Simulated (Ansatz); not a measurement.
# Ce (Ce, fcc): the cost of one run

Computed with Ansatz 0.2.0 (DFT, PBE, plane waves (420 eV) with PAW, scalar-relativistic, unless a step's input says otherwise).

### 1 The system as given

The structure is cubic, space group Fm-3m (No. 225). Conventional cell: a = 4.736 Å, b = 4.736 Å, c = 4.736 Å, α = 90.00°, β = 90.00°, γ = 90.00°. Ce (site symmetry m-3m) has 12 Ce at 3.35 Å as nearest neighbours.

As a file:

```xyz
1
Lattice="0.0000 2.3681 2.3681 2.3681 0.0000 2.3681 2.3681 2.3681 0.0000" Properties=species:S:1:pos:R:3 pbc="T T T"
Ce    0.0000    0.0000    0.0000
```

### 2 Volume x 1.0

input.yaml

```yaml
crystal:
  lattice:
    - [0.0, 2.3680617085, 2.3680617085]
    - [2.3680617085, 0.0, 2.3680617085]
    - [2.3680617085, 2.3680617085, 0.0]
  atoms:
    - { symbol: Ce, position: [0.0, 0.0, 0.0], spin: 1.0 }
hamiltonian:
  xc: pbe
  pseudopotentials:
    kind: paw
    azcp:
      Ce: "pseudopotentials/Ce.paw.azcp"
basis:
  ecutwfc: 420
  fft_grid_basis: typed
kpoints:
  mp_grid: { grid: [15, 15, 15], shift: [0, 0, 0] }
magnetization:
  spin_polarized: true
scf:
  occupations: { method: fermi_dirac, width: 0.05 }
output:
  stress: true
```

What time and memory should one allow on 4 threads of an x86-64 CPU, shared host?

About 5.1 s, with a peak of 0.49 GiB.
